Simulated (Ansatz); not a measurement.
Ansatz (a quantum-chemistry and plane-wave program) input:

Ansatz 0.2 input:
```yaml
crystal:
  periodic: [false, false, false]
  atoms:
    - {symbol: C, position_ang: [0.00050689, -0.00132078, 0.55496514]}
    - {symbol: F, position_ang: [-0.01645668, 1.26857246, -0.12029224]}
    - {symbol: F, position_ang: [1.10642385, -0.61968926, -0.12581178]}
    - {symbol: F, position_ang: [-1.09030510, -0.64800268, -0.12387274]}
basis:
  gaussian:
    orbitals: def2-TZVP
hamiltonian:
  xc: b3lyp
  dispersion: d3bj
total_charge: -1
phonons: {temperatures: {t_min: 298.15, t_max: 298.15, t_step: 100}}
```

Question: Predict the final energy.

Answer: -337.77413 Eh (B3LYP-D3(BJ)/def2-TZVP). The basis has 124 functions. The run takes very roughly 25 core-seconds.

It need not be the lowest isomer of its formula. Whether it binds its extra electron was not tested at this geometry.
